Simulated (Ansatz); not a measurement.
A nudged elastic band was laid between two geometries of C₂H₂S (5 atoms, charge 0, multiplicity 1).

All numbers below come from Ansatz, RKS B3LYP/STO-3G.

| Quantity | Value |
| --- | --- |
| movable images | 5 |
| climbing image | yes |
| spring | 5.0 eV/Å² |
| optimiser | quadratic models (default) |
| start path | through a guess of the saddle point |
| force threshold | 0.05 eV/Å |
| iteration limit | 60 |
| end points | relaxed |

First end point:

```xyz
5
Properties=species:S:1:pos:R:3
C -0.486 -0.426 -0.152
C 0.356 0.546 0.036
S 1.050 -1.049 0.683
H -1.457 -0.752 -0.533
H 0.587 1.608 -0.075
```

Last end point:

```xyz
5
Properties=species:S:1:pos:R:3
C 0.220 -0.022 0.090
C 0.486 1.149 -0.028
S -0.065 -1.711 0.305
H -1.306 -1.687 -0.271
H 0.715 2.198 -0.137
```

Task: Which bonds break or form, and what moves?

Result: Bonds broken: C1–H4, C2–S3. Bonds formed: S3–H4.

Task: Give the energies along the band, and the barrier.

Result: It converged. The highest image is number 4 of 0 to 6, 168.4 kJ/mol above the first end and 252.4 kJ/mol above the last; the last end lies 83.9 kJ/mol below the first. The profile has 2 maxima (images 2, 4) with wells between them (image 3): this band takes more than one step, which may be the mechanism or a detour left from its start path. Neighbouring images differ by up to 1.8 eV, so the band resolves the path poorly. A vibrational analysis at the climbing image gives one clearly imaginary mode, 566i cm⁻¹: a first-order saddle point. The orbitals stay closed-shell, which can raise the energy where a bond breaks towards radicals; this wasn't checked here. Limits of this set-up: minimal basis.

```csv
image,path coordinate (Å),energy (kJ/mol),C1–H4 (Å),C2–S3 (Å),S3–H4 (Å)
0,0.00,0.0,1.09,1.86,2.80
1,0.98,145.9,1.16,1.76,2.00
2,1.96,149.0,2.25,1.83,1.37
3,2.94,144.5,2.60,1.82,1.37
4,3.92,168.4,2.44,2.28,1.37
5,4.67,-7.0,2.25,2.79,1.37
6,5.42,-83.9,2.29,2.93,1.37
```

Task: What is the geometry of the highest image?

Result: 
```xyz
5
Properties=species:S:1:pos:R:3
C -0.847 0.489 0.358
C 0.300 0.919 0.004
S -0.047 -1.265 0.558
H -0.529 -1.709 -0.644
H 1.173 1.492 -0.317
```

The run took 52 s on 1 thread of Arm Neoverse V2, with other jobs on the host, peak memory 0.078 GiB.
